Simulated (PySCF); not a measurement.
Gas-phase reaction: CH₃SiH₂ + 3 CH₂ + SiH → 2 (CH₃)₂Si

Computed with PySCF and rigid-rotor harmonic-oscillator thermochemistry at 1 bar. † marks an energy on the PBE0/def2-TZVP geometry and frequencies; other levels use their own. MP2 and CCSD(T) freeze the core. 6-31G* has spherical d functions here. Open shells (unrestricted): CH₃SiH₂ (multiplicity 2), CH₂ (multiplicity 3), SiH (multiplicity 2, electronic degeneracy 4); the rest are closed-shell singlets. Spin-orbit splitting is ignored; it lowers the true energy and changes the entropy of SiH. No R ln 2 is added for the mirror-image form of (CH₃)₂Si. CH₃SiH₂, (CH₃)₂Si: computed as isolated molecules; such fragments, hydroxides, amides, oligomers or adducts are transient or little studied in the gas. MP2 isn't extrapolated to the basis-set limit; its ΔH°(298 K) is -1318.4 kJ in def2-SVP and -1391.0 kJ in def2-TZVPP. CCSD(T) isn't extrapolated to the basis-set limit; its ΔH°(298 K) is -1296.2 kJ in def2-SVP and -1353.7 kJ in def2-TZVPP. The harmonic model lacks anharmonicity and excited electronic states, which grow with temperature; levels with a mode under 35 cm⁻¹ are left out. Internal rotation in CH₃SiH₂, (CH₃)₂Si is treated as a harmonic vibration of one conformer, which makes the entropy rough. Warning, large T1 diagnostic: SiH (CCSD(T)/def2-TZVPP†).

```
level                ΔE electronic, kJ  ΔH°(298 K), kJ  ΔS°(298 K), J/K  ΔG°(1400 K), kJ
-------------------  -----------------  --------------  ---------------  ---------------
CCSD(T)/def2-TZVPP†              -1425           -1354             -458             -709
HF/6-31G*                         -947            -868             -448             -232
HF/def2-TZVP†                     -926            -854             -458             -209
MP2/def2-TZVPP†                  -1463           -1391             -458             -746
ωB97X-V/def2-TZVP†               -1489           -1417             -458             -772
```
ΔH° is lowest at ωB97X-V/def2-TZVP† and highest at HF/def2-TZVP†. No reference value is set beside these.
